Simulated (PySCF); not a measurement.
## Oxygen: a sound run and one with changed settings

Sound run: O [He] 2s2 2p4, O⁺ [He] 2s2 2p3. All numbers are calculated (PySCF 2.14, scalar relativity by spin-free X2C-1e, in x2c-TZVPall (5s3p2d1f, 31 functions)). In the sound run the correlated levels freeze 1s2. The sound run starts from symmetry-adapted Hartree-Fock orbitals and uses a fine grid where one is needed.

Changed run: initial guess sap, at most 50 SCF cycles.

```tsv
species	method	sound run (hartree)	changed run (hartree)	converged
O	UHF	-74.86787	-74.86787	yes
O	PBE0	-75.07176	-75.07176	yes
O	CCSD(T)	-75.02909	-75.02909	yes
O⁺	BP86	-74.61916	-74.61916	yes
O⁺	MP2	-74.52274	-74.52274	yes
```

Here the plain start reaches the same solutions.
